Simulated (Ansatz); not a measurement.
Molecular dynamics, step by step

AlNH3Cl, singlet, PBE0-D4/def2-mTZVP (Ansatz 0.2.0). Settings (timestep in fs, temperature in K; T counts 12 degrees of freedom):

```yaml
hamiltonian: {xc: pbe0, dispersion: d4}
md: {n_steps: 80, timestep: 0.25, temperature: 200, ensemble: nvt_nose_hoover, seed: 375, initial_velocities: maxwell_boltzmann}
```

Start, the saddle point found with PBE0-D4 in triple zeta (not stationary at another level):

```tsv
atom	x (Å)	y (Å)	z (Å)
Al1	0.0583	0.4307	0.4893
H2	1.3439	-0.4842	-0.5247
N3	-1.0692	-0.3755	-0.4450
H4	0.5802	-0.7155	-0.8007
Cl5	1.1569	1.5876	1.8206
H6	-2.0702	-0.4431	-0.5396
```

```json
{"step": "0", "time (fs)": "0.00", "potential energy less the start (meV)": "0.0", "kinetic energy (meV)": "103.4", "T (K)": "200"}
{"step": "5", "time (fs)": "1.25", "potential energy less the start (meV)": "5.7", "kinetic energy (meV)": "97.7", "T (K)": "189"}
{"step": "10", "time (fs)": "2.50", "potential energy less the start (meV)": "16.8", "kinetic energy (meV)": "86.6", "T (K)": "167"}
{"step": "15", "time (fs)": "3.75", "potential energy less the start (meV)": "30.0", "kinetic energy (meV)": "73.4", "T (K)": "142"}
{"step": "20", "time (fs)": "5.00", "potential energy less the start (meV)": "42.3", "kinetic energy (meV)": "61.1", "T (K)": "118"}
{"step": "25", "time (fs)": "6.25", "potential energy less the start (meV)": "53.8", "kinetic energy (meV)": "49.6", "T (K)": "96"}
{"step": "30", "time (fs)": "7.50", "potential energy less the start (meV)": "64.4", "kinetic energy (meV)": "39.1", "T (K)": "76"}
{"step": "35", "time (fs)": "8.75", "potential energy less the start (meV)": "70.6", "kinetic energy (meV)": "32.9", "T (K)": "64"}
{"step": "40", "time (fs)": "10.00", "potential energy less the start (meV)": "71.0", "kinetic energy (meV)": "32.6", "T (K)": "63"}
{"step": "45", "time (fs)": "11.25", "potential energy less the start (meV)": "68.0", "kinetic energy (meV)": "35.6", "T (K)": "69"}
{"step": "50", "time (fs)": "12.50", "potential energy less the start (meV)": "63.3", "kinetic energy (meV)": "40.3", "T (K)": "78"}
{"step": "55", "time (fs)": "13.75", "potential energy less the start (meV)": "57.6", "kinetic energy (meV)": "46.0", "T (K)": "89"}
{"step": "60", "time (fs)": "15.00", "potential energy less the start (meV)": "53.7", "kinetic energy (meV)": "50.0", "T (K)": "97"}
{"step": "65", "time (fs)": "16.25", "potential energy less the start (meV)": "54.7", "kinetic energy (meV)": "49.2", "T (K)": "95"}
{"step": "70", "time (fs)": "17.50", "potential energy less the start (meV)": "59.4", "kinetic energy (meV)": "44.5", "T (K)": "86"}
{"step": "75", "time (fs)": "18.75", "potential energy less the start (meV)": "65.0", "kinetic energy (meV)": "39.0", "T (K)": "75"}
{"step": "80", "time (fs)": "20.00", "potential energy less the start (meV)": "70.5", "kinetic energy (meV)": "33.6", "T (K)": "65"}
```

Step 15, positions (Å) and forces (eV/Å):

```
atom       x       y       z      Fx      Fy      Fz
 Al1   0.059   0.429   0.485   0.556   0.470   0.548
  H2   1.318  -0.448  -0.532   0.018  -0.127   0.031
  N3  -1.058  -0.380  -0.431  -1.110  -0.082  -0.435
  H4   0.551  -0.708  -0.803   0.123  -0.081  -0.222
 Cl5   1.154   1.586   1.819   0.050   0.078   0.087
  H6  -2.069  -0.320  -0.564   0.363  -0.259  -0.008
```

Step 60, positions (Å) and forces (eV/Å):

| atom | x | y | z | Fx | Fy | Fz |
| --- | --- | --- | --- | --- | --- | --- |
| Al1 | 0.078 | 0.434 | 0.487 | -0.110 | -0.345 | -0.246 |
| H2 | 1.305 | -0.493 | -0.563 | -0.021 | -0.051 | 0.009 |
| N3 | -1.075 | -0.395 | -0.415 | -0.078 | 0.383 | -0.270 |
| H4 | 0.528 | -0.669 | -0.902 | -0.010 | 0.029 | 0.118 |
| Cl5 | 1.146 | 1.585 | 1.818 | 0.245 | 0.267 | 0.286 |
| H6 | -2.038 | -0.195 | -0.665 | -0.025 | -0.283 | 0.103 |

Step 65, positions (Å) and forces (eV/Å):

```json
{"atom": "Al1", "x": "0.081", "y": "0.434", "z": "0.488", "Fx": "-0.318", "Fy": "-0.503", "Fz": "-0.411"}
{"atom": "H2", "x": "1.311", "y": "-0.513", "z": "-0.569", "Fx": "-0.091", "Fy": "0.034", "Fz": "0.039"}
{"atom": "N3", "x": "-1.080", "y": "-0.395", "z": "-0.416", "Fx": "0.390", "Fy": "0.423", "Fz": "-0.100"}
{"atom": "H4", "x": "0.526", "y": "-0.657", "z": "-0.908", "Fx": "-0.001", "Fy": "-0.045", "Fz": "0.102"}
{"atom": "Cl5", "x": "1.145", "y": "1.585", "z": "1.818", "Fx": "0.271", "Fy": "0.284", "Fz": "0.306"}
{"atom": "H6", "x": "-2.037", "y": "-0.208", "z": "-0.674", "Fx": "-0.252", "Fy": "-0.191", "Fz": "0.064"}
```

Last step (80):

```
atom    x (Å)    y (Å)    z (Å)
 Al1   0.0891   0.4346   0.4883
  H2   1.3163  -0.5621  -0.5822
  N3  -1.0909  -0.3945  -0.4182
  H4   0.5205  -0.6276  -0.9188
 Cl5   1.1442   1.5866   1.8202
  H6  -2.0583  -0.2598  -0.6935
```

The run took about 75 s on 2 CPU threads (shared host).
